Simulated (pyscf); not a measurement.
HN=Ti(Cl)–Cl (SMILES [NH]=[Ti]([Cl])[Cl]) + H₂O (SMILES O) → H₂N–Ti(OH)(Cl)–Cl (SMILES [NH2][Ti]([OH])([Cl])[Cl]), an addition across a multiple bond or ene-type step (singlet surface; H–O broken, H–N, O–Ti formed). Single points on ωB97X-D3(BJ)/def2-SVP structures (PySCF, gas phase). Energies in kcal/mol from the separated reactants.

Small-basis levels: PySCF, no dispersion term, spherical d functions. AM1 to PM7: differences of heats of formation from MOPAC. GFN2-xTB: tblite. Cost: rough CPU time at the saddle relative to B3LYP/6-31G*+LANL2DZ, from one job on a shared machine.

```
level                   barrier  reaction energy        cost
----------------------  -------  ---------------  ----------
HF/3-21G                  -26.6            -87.4        0.10
HF/6-31G*+LANL2DZ           ___            -64.8         0.1
SVWN5/6-31G*+LANL2DZ      -43.2            -85.3           1
PBE/6-31G*+LANL2DZ          ___            -72.5           2
B3LYP/LANL2DZ             -22.3            -76.9         0.7
GFN2-xTB                  -38.2            -90.9  under 0.02
PM6                        26.6            -28.3  under 0.02
ωB97M-D3(BJ)/def2-TZVP      ___            -64.3           –
```

Some entries are withheld; supply them.


- HF/6-31G*+LANL2DZ, barrier: -3.7
- PBE/6-31G*+LANL2DZ, barrier: -27.3
- ωB97M-D3(BJ)/def2-TZVP, barrier: -17.0

Against the last row the barrier runs from -26.2 (SVWN5/6-31G*+LANL2DZ) to +43.6 kcal/mol (PM6). ωB97M-D3(BJ)/def2-TZVP has limits of its own. On the reactant side the descent ends in an adduct with a O–Ti contact, 34.1 kcal/mol under the separated species and 15.3 kcal/mol under the saddle at ωB97X-D3(BJ)/def2-TZVP. At ωB97M-D3(BJ) the saddle lies under the separated reactants, which points to a path from their complex (located at ωB97X-D3(BJ) alone). What is counted as formed (O–Ti) is already present as a longer contact in the reactant adduct; forming that adduct is a step of its own. At the saddle there is also a short H–Ti contact that neither side keeps. One saddle was located; it need not be the lowest between these sides.
